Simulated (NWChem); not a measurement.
**C2H5NO (SMILES C/C=N/O): levels of theory compared**

Aim: a comparison of 6 runs (HF/3-21G, SVWN5/def2-SVP, r2SCAN/def2-SVP, B3LYP/6-31G*, PBE/def2-SVP, CCSD(T)/def2-SVP) of C2H5NO. 

The calculation is run with NWChem 7.3.0.

1 further run of the same task is left out (set aside as unsound or not needed). Runs told in other sessions of the task aren't counted.

## 1. The structure to begin with

C2H5NO: 9 atoms, total charge 0, spin state singlet. SMILES: `C/C=N/O`. Geometry: relaxed at PBE0-D4/def2-TZVP. This is one conformer, not always the lowest.

Bond lengths: C1–C2 1.484 Å, C2–N3 1.265 Å, N3–O4 1.386 Å, C1–H5 1.094 Å, C1–H6 1.090 Å, C1–H7 1.094 Å, C2–H8 1.092 Å, O4–H9 0.961 Å. Some angles: C1–C2–N3 120.1°, C2–N3–O4 111.8°, C1–C2–H8 119.8°, N3–C2–H8 120.1°, C2–C1–H5 110.7°, C2–C1–H6 110.4°, C2–C1–H7 110.7°, N3–O4–H9 102.9°, H5–C1–H6 109.0°, H5–C1–H7 107.0°.

## 2. Energy and gradient at HF/3-21G (run 1)

Contents of run.py:

```python
from ase import Atoms
from ase.calculators.nwchem import NWChem

system = Atoms(['C', 'C', 'N', 'O', 'H', 'H', 'H', 'H', 'H'], positions=[
    [-0.999280, 0.587920, 0.688160],
    [-0.158930, -0.219510, -0.230580],
    [1.101880, -0.122630, -0.187900],
    [1.712900, -0.949740, -1.116540],
    [-1.619700, -0.060530, 1.313900],
    [-0.373670, 1.207730, 1.329990],
    [-1.679180, 1.232480, 0.123170],
    [-0.631750, -0.898110, -0.944170],
    [2.647720, -0.777630, -0.976020],
])

calc = NWChem(
    label='test',
    theory='scf',
    memory='2200 mb',
    basis='3-21G',
    basispar='spherical bse',
    scf={'nopen': '0', 'rhf': None, 'thresh': '1e-08', 'maxiter': '80'},
)
system.calc = calc

forces = system.get_forces()
print("Total energy (eV):", round(system.get_potential_energy(), 6))
print("forces (eV/A):")
for s, f in zip(system.symbols, forces):
    print(f"{s:2s} {f[0]:10.5f} {f[1]:10.5f} {f[2]:10.5f}")
print("dipole (e A):", system.get_dipole_moment().round(4))
```

Run with:

```bash
export ASE_NWCHEM_COMMAND="nwchem PREFIX.nwi > PREFIX.nwo"
python run.py
```

The program printed:

```text
Total energy (eV): -5625.169512
forces (eV/A):
C    -0.62051    0.36957    0.43261
C     0.67759   -0.46450   -0.53798
N    -1.84034    1.22852    1.42557
O     1.01152   -1.20729   -1.36150
H     0.19875    0.17288   -0.14372
H    -0.18034   -0.19165   -0.19916
H     0.21340   -0.14696    0.15092
H     0.23819    0.40443    0.42747
H     0.30174   -0.16501   -0.19422
dipole (e A): [-0.1311  0.0646  0.0767]
```

The calculator wrote test.nwi:

```
title "test"

permanent_dir test

scratch_dir test

start test

geometry units angstrom nocenter noautosym noautoz
  C  -9.9927999999999995e-01 5.8792000000000000e-01 6.8815999999999999e-01
  C  -1.5892999999999999e-01 -2.1951000000000001e-01 -2.3058000000000001e-01
  N  1.1018800000000000e+00 -1.2263000000000000e-01 -1.8790000000000001e-01
  O  1.7129000000000001e+00 -9.4974000000000003e-01 -1.1165400000000001e+00
  H  -1.6196999999999999e+00 -6.0530000000000000e-02 1.3139000000000001e+00
  H  -3.7367000000000000e-01 1.2077300000000000e+00 1.3299900000000000e+00
  H  -1.6791799999999999e+00 1.2324800000000000e+00 1.2317000000000000e-01
  H  -6.3175000000000003e-01 -8.9810999999999996e-01 -9.4416999999999995e-01
  H  2.6477200000000001e+00 -7.7763000000000004e-01 -9.7602000000000000e-01
end

memory 2200 mb

basis spherical bse noprint
   * library 3-21G
end

scf
  nopen 0
  rhf
  thresh 1e-08
  maxiter 80
end

task scf gradient
```

test.nwo:

```text
Northwest Computational Chemistry Package (NWChem) 7.3.0
             --------------------------------------------------------

           Job information
           ---------------

    nwchem branch   = 7.3.0
    use scalapack   = T
    input           = test.nwi
    prefix          = test.
    data base       = test/test.db
    status          = startup
    nproc           =        1

           Memory information
           ------------------

    heap     =     72089598 doubles =      550.0 Mbytes
    stack    =     72089595 doubles =      550.0 Mbytes
    global   =    144179200 doubles =     1100.0 Mbytes (distinct from heap & stack)
    total    =    288358393 doubles =     2200.0 Mbytes
    verify   = yes
    hardfail = no

[... 135 lines left out ...]
 Convergence threshold     :          1.000E-08
[... 13 lines left out ...]
       Final RHF  results
[... 3 lines left out ...]
      One-electron energy =   -515.108294735042
[... 1 line left out ...]
 Nuclear repulsion energy =    118.021272015911
[... 34 lines left out ...]
                       ROHF Final Molecular Orbital Analysis
[... 209 lines left out ...]
                         RHF ENERGY GRADIENTS

    atom               coordinates                        gradient
                 x          y          z           x          y          z
   1 C      -1.888365   1.111008   1.300434    0.012067  -0.007187  -0.008413
   2 C      -0.300334  -0.414814  -0.435733   -0.013177   0.009033   0.010462
   3 N       2.082251  -0.231737  -0.355080    0.035789  -0.023891  -0.027723
[... 5 lines of this table left out ...]
   9 H       5.003465  -1.469508  -1.844410   -0.005868   0.003209   0.003777

                 ----------------------------------------
                 |  Time  |  1-e(secs)   |  2-e(secs)   |
                 ----------------------------------------
                 |  CPU   |       0.00   |       0.25   |
                 ----------------------------------------
                 |  WALL  |       0.00   |       0.25   |
                 ----------------------------------------

 Task  times  cpu:        1.4s     wall:        1.4s
 Total times  cpu:        1.4s     wall:        1.4s
```

Run time: 2.5 s. Hardware: 1 thread of Intel Xeon Platinum 8488C (Sapphire Rapids), shared host; peak memory 0.1 GiB.

## 3. Energy and gradient at SVWN5/def2-SVP (run 2)

Contents of c2h5no.nw:

```
start c2h5no
title "C2H5NO"
memory 2200 mb

geometry units angstrom noautosym nocenter noautoz
C    -0.999280    0.587920    0.688160
C    -0.158930   -0.219510   -0.230580
N     1.101880   -0.122630   -0.187900
O     1.712900   -0.949740   -1.116540
H    -1.619700   -0.060530    1.313900
H    -0.373670    1.207730    1.329990
H    -1.679180    1.232480    0.123170
H    -0.631750   -0.898110   -0.944170
H     2.647720   -0.777630   -0.976020
end

basis "ao basis" spherical bse
* library def2-SVP
end

dft
xc slater vwn_5
grid xfine
convergence energy 1e-08
iterations 100
mulliken
print low
end

task dft gradient
```

Run with:

```bash
nwchem c2h5no.nw > c2h5no.out
```

The program printed:

```text
[...]
 d= 0,ls=0.0,diis     1   -207.2054727261 -3.25D+02  1.44D-02  7.38D-01     1.9
[...]
 d= 0,ls=0.0,diis    12   -207.2613177659 -1.53D-09  1.94D-07  6.10D-10    13.6
         Total DFT energy =     -207.261317765913
      One electron energy =     -516.941719022694
           Coulomb energy =      218.045071977877
    Exchange-Corr. energy =      -26.385942737008
 Nuclear repulsion energy =      118.021272015911
[...]
      Total Density - Mulliken Population Analysis
     ---------------------------------------------
    Atom       Charge   Shell Charges
 -----------   ------   -------------------------------------------------------
    1 C    6     6.09   1.98  0.89  0.11  2.19  0.89  0.02
    2 C    6     6.12   1.98  0.91  0.27  2.12  0.79  0.05
    3 N    7     7.04   1.99  1.05  0.56  2.29  1.10  0.04
    4 O    8     8.21   1.99  1.08  0.68  2.85  1.59  0.02
    5 H    1     0.92   0.70  0.20  0.02
    6 H    1     0.93   0.70  0.21  0.02
    7 H    1     0.92   0.70  0.20  0.02
    8 H    1     0.96   0.71  0.23  0.02
    9 H    1     0.80   0.67  0.07  0.06
[...]
                         DFT ENERGY GRADIENTS
    atom               coordinates                        gradient
                 x          y          z           x          y          z
   1 C      -1.888365   1.111008   1.300434   -0.007696   0.009206   0.010376
   2 C      -0.300334  -0.414814  -0.435733    0.010622  -0.011080  -0.012564
   3 N       2.082251  -0.231737  -0.355080   -0.020911   0.007691   0.009391
   4 O       3.236912  -1.794748  -2.109955    0.019440  -0.004586  -0.005945
   5 H      -3.060789  -0.114385   2.482911    0.007159   0.006548  -0.006911
   6 H      -0.706134   2.282279   2.513317   -0.007857  -0.006727  -0.006913
   7 H      -3.173190   2.329049   0.232758    0.007787  -0.007058   0.005617
   8 H      -1.193834  -1.697182  -1.784223    0.005511   0.009131   0.009643
   9 H       5.003465  -1.469508  -1.844410   -0.014055  -0.003124  -0.002695
 Task  times  cpu:       17.0s     wall:       17.0s
[...]
```

Run time: 18 s. Hardware: 1 thread of Intel Xeon Platinum 8488C (Sapphire Rapids), shared host; peak memory 0.14 GiB.

Runs 3 to 5 aren't shown in full; the table further down has their settings and results.

## 4. The energy at CCSD(T)/def2-SVP (run 6)

Contents of c2h5no.nw:

```
echo
start c2h5no
memory stack 880 mb heap 220 mb global 1100 mb

geometry units angstrom noautosym nocenter noautoz
   C       -0.999280       0.587920       0.688160
   C       -0.158930      -0.219510      -0.230580
   N        1.101880      -0.122630      -0.187900
   O        1.712900      -0.949740      -1.116540
   H       -1.619700      -0.060530       1.313900
   H       -0.373670       1.207730       1.329990
   H       -1.679180       1.232480       0.123170
   H       -0.631750      -0.898110      -0.944170
   H        2.647720      -0.777630      -0.976020
end

basis spherical bse
   * library def2-SVP
end

scf
   thresh 1e-08
   maxiter 80
end

ccsd
   freeze core 4
   maxiter 60
end

task ccsd(t)
```

Run with:

```bash
nwchem c2h5no.nw > c2h5no.out
```

The program printed:

```text
[...]
  functions       =    81
[...]
  wavefunction    = RHF
[...]
         Total SCF energy =   -207.728719125312
      One-electron energy =   -516.515789368377
      Two-electron energy =    190.765798227154
 Nuclear repulsion energy =    118.021272015911
        Time for solution =      6.9s
[...]
 Total MP2 energy:           -208.356516860186531
[...]
             energy      energy      error      ampl     ampl      Block
                                                time     time      time
[...]
 Total CCSD energy:           -208.392872762502492
[...]
 Total CCSD+T(CCSD) energy:           -208.414859020554530
[...]
 Total CCSD(T) energy:                -208.413816429924680
[...]
```

Wall time 83 s (1 thread of Intel Xeon Platinum 8488C (Sapphire Rapids), shared host); peak memory 0.23 GiB.

## 5. The series

```csv
run,level,iteration cap,module,energy (Eh),largest force (eV/Å),wall time
1,HF/3-21G,80,scf,-206.721168,2.632,2.5 s
2,SVWN5/def2-SVP,100,dft,-207.261318,1.243,18 s
3,r2SCAN/def2-SVP,100,dft,-208.856368,0.896,49 s
4,B3LYP/6-31G* (spherical functions),100,dft,-209.126040,0.844,29 s
5,PBE/def2-SVP,100,dft,-208.730701,1.399,37 s
6,CCSD(T)/def2-SVP,80,ccsd(t),-208.413816,–,83 s
```

## 6. Summary of results

| quantity | value |
| --- | --- |
| run 6: total energy | -208.41382 Eh |
| run 6: HOMO energy (Hartree–Fock orbitals) | -10.50 eV |
| run 6: LUMO energy (Hartree–Fock orbitals) | 4.66 eV |
| run 6: HOMO–LUMO gap (Hartree–Fock orbitals) | 15.16 eV |
| run 6: correlation energy (4 core orbitals frozen) | -685.1 mEh |
| run 6: (T) correction | -20.94 mEh |

Over runs 1, 4, 5 the dipole moment (its size) runs from 0.29 D (PBE/def2-SVP) to 0.79 D (HF/3-21G). The two ends differ in method and basis. Totals of different functionals can't be ranked against each other. All runs together took 3.6 min, the longest 83 s.
